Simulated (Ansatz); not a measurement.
```yaml
crystal:
  periodic: [false, false, false]
  atoms:
    - {symbol: N, position_ang: [-1.530223, -2.083504, 1.441015]}
    - {symbol: C, position_ang: [-1.167880, -1.107168, 0.955805]}
    - {symbol: C, position_ang: [-0.682871, 0.112302, 0.332465]}
    - {symbol: C, position_ang: [0.682704, -0.112339, -0.332677]}
    - {symbol: C, position_ang: [1.168043, 1.107233, -0.955549]}
    - {symbol: N, position_ang: [1.530740, 2.083654, -1.440321]}
    - {symbol: H, position_ang: [-1.413777, 0.447639, -0.407174]}
    - {symbol: H, position_ang: [-0.610044, 0.894235, 1.092081]}
    - {symbol: H, position_ang: [0.609803, -0.894026, -1.092539]}
    - {symbol: H, position_ang: [1.413506, -0.448024, 0.406903]}
basis:
  gaussian: {orbitals: x2c-TZVPPall}
total_charge: 1
magnetization: {spin_polarized: true, initial_magnetization: 9}
hamiltonian: {xc: {name: revPBE}}
output: {forces: true}
```

```sh
$ ansatz run in.yaml --threads 4 --pin off --events-out ev --progress --plain --max-ram 10444MiB
```

It prints (some lines left out):

```
Functional definition: revPBE
1266 factors; their error is unknown
mean field evaluation 1: about -7139.1042 eV, gradient 6.2e1 eV
mean field evaluation 2: about -6999.2919 eV, gradient 1.5e2 eV
mean field evaluation 4: about -7153.6990 eV, gradient 2.6e1 eV
mean field evaluation 8: about -7157.6093 eV, gradient 7.1e0 eV
mean field evaluation 16: about -7157.9630 eV, gradient 2.6e-1 eV
mean field evaluation 32: about -7157.9327 eV, gradient 1.9e-4 eV
mean field evaluation 128: about -7157.7506 eV, gradient 4.8e-5 eV
mean field -7157.93265156 eV, -263.0491731240 hartree, gradient 7.6e-6 eV, S^2 24.772435; 10 other end points of the search recorded, 0 dependent functions left out
reference -7157.93270883 eV, -263.0491752283 hartree; 25, 16 occupied and 217, 226 virtual orbitals, 1266 factors
Total energy: -7157.93270883 eV, -263.0491752283 hartree
Relativity: scalar
Atom 0 at    -1.530223    -2.083504     1.441015 Å, force   -10.128403   -26.685856    13.382699 eV/Å
Atom 1 at    -1.167880    -1.107168     0.955805 Å, force    10.053138    26.863683   -13.395828 eV/Å
Atom 2 at    -0.682871     0.112302     0.332465 Å, force    -0.514791    -2.736601     1.091293 eV/Å
Atom 3 at     0.682704    -0.112339    -0.332677 Å, force     0.515709     2.736761    -1.090510 eV/Å
Atom 4 at     1.168043     1.107233    -0.955549 Å, force   -10.063828   -26.865861    13.383103 eV/Å
Atom 5 at     1.530740     2.083654    -1.440321 Å, force    10.138400    26.688164   -13.370535 eV/Å
Atom 6 at    -1.413777     0.447639    -0.407174 Å, force    -0.579399     0.603793    -0.880478 eV/Å
Atom 7 at    -0.610044     0.894235     1.092081 Å, force     0.208532     1.041883     0.589229 eV/Å
Atom 8 at     0.609803    -0.894026    -1.092539 Å, force    -0.208686    -1.041561    -0.589536 eV/Å
Atom 9 at     1.413506    -0.448024     0.406903 Å, force     0.579328    -0.604404     0.880565 eV/Å
Dipole moment:    -0.000012    -0.000009    -0.000039 e Å
```

Q: Something in this input is off. What?

A: The spin is set far too high for this molecule. The calculation finished and met its thresholds. The result belongs to that input, not to the molecule as meant.
